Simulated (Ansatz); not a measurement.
We consider fcc Pb, described by PBEsol in Ansatz (plane waves, PAW).

Run with plane-wave cutoff 500 eV, 26×26×26 k mesh, Fermi–Dirac smearing 0.1 eV, scalar-relativistic PAW data made under PBE.

Computed at the level's own relaxed cell.

Problem. What does this level give for the volume per atom and lattice parameter a?

Solution. 
volume per atom: 30.03 Å³/atom
lattice parameter a: 4.934 Å

Measured, for comparison: equilibrium volume per atom 29.45 Å³/atom (low-temperature or extrapolated to 0 K; zero-point anharmonic expansion removed; as tabulated in Csonka et al. (2009), arXiv:0903.4037); lattice constant a 4.902 Å (low-temperature or extrapolated to 0 K; zero-point anharmonic expansion removed, our sources range from 4.902 to 4.912; as tabulated in Csonka et al. (2009), arXiv:0903.4037). Computed (rounded) less measured: equilibrium volume per atom +2.0 %, lattice constant a +0.7 % (+0.4 % to +0.7 % over the range).

Spin–orbit coupling is not included; it can shift volumes and moduli of such heavy elements.

Static lattice: no zero-point or thermal effects.

The result took roughly 30 core-seconds.

Ansatz is a quantum-chemistry and plane-wave program.
